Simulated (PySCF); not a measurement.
## Carbon: a sound run and one with changed settings

Sound run: C [He] 2s2 2p2, C⁺ [He] 2s2 2p1. Computed with PySCF 2.14 in aug-cc-pVDZ-DK (4s3p2d, 23 functions), with scalar relativity by spin-free X2C-1e. In the sound run the correlated levels freeze 1s2. The sound run starts from symmetry-adapted Hartree-Fock orbitals and uses a fine grid where one is needed.

Changed run: a valence shell is frozen. This setting is unsound on purpose.

```csv
species,method,sound run (hartree),changed run (hartree),converged
C,MP2,-37.75640,-37.70854,yes
C,CCSD(T),-37.77979,-37.71082,yes
```

Ionisation energy of C:

```json
{"method": "UHF", "sound run (eV)": "10.812", "changed run (eV)": "10.812"}
{"method": "MP2", "sound run (eV)": "11.140", "changed run (eV)": "10.971"}
{"method": "SCS-MP2", "sound run (eV)": "11.032", "changed run (eV)": "10.865"}
{"method": "CCSD", "sound run (eV)": "11.046", "changed run (eV)": "11.033"}
{"method": "CCSD(T)", "sound run (eV)": "11.062", "changed run (eV)": "11.033"}
{"method": "CCSDT", "sound run (eV)": "n/a", "changed run (eV)": "11.033"}
{"method": "FCI", "sound run (eV)": "n/a", "changed run (eV)": "11.033"}
```

Freezing a valence shell removes pair correlation that changes on ionisation.

For comparison, NIST gives 11.260 eV between the lowest levels.
